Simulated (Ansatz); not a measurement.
**SiF₂: an energy map over two coordinates**

A grid of calculations on F2Si, SMILES F[Si]F, to see where the energy is lowest and how it rises around there.

The runs use Ansatz 0.2.0; RKS PBE0-D4/def2-TZVP.

## (1) The system as given

SMILES `F[Si]F`, 3 atoms, charge 0, spin multiplicity 1.

Atoms are counted from 1 here; the program's logs count them from 0.

Bond lengths: F1–Si2 1.645 Å, Si2–F3 1.645 Å. Angles: F1–Si2–F3 100.8°.

Geometry (Å):

```xyz
3

F     0.16983    1.28256    0.23525
Si   -0.60946   -0.04754   -0.33815
F     0.43963   -1.23501    0.10290
```

## (3) Setting up the map

The axes are (1) angle F1–Si2–F3 (carried through 180): 15 values from 82.6 to 277.4 °; (2) change of the bonds Si2–F1, Si2–F3, all alike: 15 values from −0.176 to 0.272 Å.

Nothing else is relaxed (all other coordinates rigid). Energies count from the relaxed molecule at the same level. Points are written as (first, second).

(The set-up runs are not shown.)

## (4) Point (110.4°, 0.112 Å)

File input.yaml:

```yaml
crystal:
  periodic: [false, false, false]
  atoms:
    - { symbol: F, position_ang: [0.108452, 1.417207, 0.216682] }
    - { symbol: Si, position_ang: [-0.594932, -0.046401, -0.330085] }
    - { symbol: F, position_ang: [0.407889, -1.376925, 0.069799] }
basis:
  gaussian: { orbitals: def2-TZVP }
hamiltonian:
  xc: pbe0
  dispersion: d4
output:
  forces: true
```

Started as:

```console
ansatz run input.yaml --threads 1 --pin off --max-ram 2560MiB --backend cpu --events-out ev --progress --plain --runs-dir out
```

The session goes on with these runs: all other points of the grid.

**Question.** What will these runs give? Wanted: lowest point; highest computed point; largest force on an atom.

As calculated:

```
                       quantity                                                                           value
                   lowest point                                                    (96.5°, 0.016 Å), 2.3 kJ/mol
         highest computed point                                 (180.0°, −0.176 Å), 329 kJ/mol above the lowest
largest force on an atom (eV/Å)  0.3 at (180.0°, 0.048 Å) to 13.0 at (82.6°, −0.176 Å); 1.0 at the lowest point
        time for the whole task                                                2.6 min on 1 thread, shared host
```

**Reading.** The lowest computed point is at (96.5°, 0.016 Å), 2.3 kJ/mol from the relaxed molecule at the same level; the map holds 2 wells of about this depth. The grid is coarse, so the true minimum lies between grid points and may sit elsewhere than the lowest one. No other kind of well shows on this grid. The highest computed point, (180.0°, −0.176 Å), lies 329 kJ/mol above the lowest. On the interpolated surface the easiest way out of the lowest well to a well of the same energy at (263.5°, 0.016 Å) passes a barrier of about 180 kJ/mol. Round the minimum the two coordinates are nearly uncoupled.
